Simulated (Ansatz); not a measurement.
**BHSCl radical (SMILES S[B]Cl): a rigid scan of the bond length S1–H4**

How does the energy rise as the bond length S1–H4 leaves its equilibrium value, and do density functionals follow CCSD(T)? All other internal coordinates keep their values.

Method: single points in def2-TZVPP; program: Ansatz 0.2.0, Gaussian basis.

Levels: PBE-D4, r2SCAN-D4, PBE0-D4, B3LYP-D4, wB97M-V, Hartree-Fock, MP2, CCSD, CCSD(T). The scan takes 1.156, 1.196, 1.253, 1.321, 1.396, 1.477, 1.563, 1.653, 1.747 Å.

Cores are frozen in the correlated methods. Orbitals are unrestricted. B3LYP uses VWN-RPA correlation.

## Step 1: The system as given

The minimum, relaxed at PBE0-D4: SMILES `S[B]Cl`, 4 atoms, charge 0, spin multiplicity 2.

Atoms are counted from 1 here; the program's logs count them from 0.

Bond lengths: S1–B2 1.766 Å, S1–H4 1.344 Å, B2–Cl3 1.722 Å. Angles: B2–S1–H4 96.3°, S1–B2–Cl3 124.8°.

Geometry (Å):

```xyz
4

S     0.56640   -0.78910    0.53138
B    -0.29962    0.47570   -0.34579
Cl   -2.01414    0.61604   -0.42731
H     1.80286   -0.36295    0.22142
```

Energies of the minimum (eV), from earlier single points: PBE-D4 -24040.65148, r2SCAN-D4 -24049.51728, PBE0-D4 -24042.64132, B3LYP-D4 -24052.49963, wB97M-V -24049.74721, CCSD(T) -24023.27611.

At the minimum the bond length S1–H4 is 1.344 Å.

## Step 2: S1–H4 = 1.156 Å

ccsdt-tzvpp/in.yaml

```yaml
crystal:
  periodic: [false, false, false]
  atoms:
    - {symbol: S, position_ang: [0.566404, -0.789096, 0.531380]}
    - {symbol: B, position_ang: [-0.299625, 0.475703, -0.345787]}
    - {symbol: Cl, position_ang: [-2.014144, 0.616038, -0.427313]}
    - {symbol: H, position_ang: [1.629855, -0.422573, 0.264790]}
basis:
  gaussian: {orbitals: def2-TZVPP}
magnetization: {spin_polarized: true, initial_magnetization: 1}
correlation: {method: ccsd_t}
scf: {omitted_lower_state_checks: [cluster_reference]}
```

No record of the launch command was kept for these runs.

The runs that follow: S1–H4 = 1.196 Å; S1–H4 = 1.253 Å; S1–H4 = 1.321 Å; S1–H4 = 1.396 Å; S1–H4 = 1.477 Å; S1–H4 = 1.563 Å; S1–H4 = 1.653 Å; S1–H4 = 1.747 Å.

**Question.** What will these runs give? Wanted: highest point, CCSD(T); lowest point, CCSD(T); minimum along the scan, CCSD(T); RMS deviation from CCSD(T); largest T1 diagnostic.

**Answer**, as computed:

| quantity | value |
| --- | --- |
| highest point, CCSD(T) | 25.9 kcal/mol at 1.747 Å |
| lowest point, CCSD(T) | 0.0 kcal/mol at 1.344 Å |
| minimum along the scan, CCSD(T) | 1.339 Å |
| curvature there | 26.5 eV/Å² |
| RMS deviation from CCSD(T) | PBE-D4 1.9, r2SCAN-D4 0.6, PBE0-D4 0.3, B3LYP-D4 0.6, wB97M-V 0.3, Hartree-Fock 2.3, MP2 1.5, CCSD 0.4 kcal/mol |
| largest T1 diagnostic | 0.024 |

What this shows: A polynomial through the near points puts the CCSD(T) minimum 0.005 Å below the PBE0-D4 value. The third derivative is negative, the usual anharmonicity of a bond. Curvature against CCSD(T): PBE-D4 -9 %, Hartree-Fock +11 %. wB97M-V follows the CCSD(T) curve best and Hartree-Fock worst.
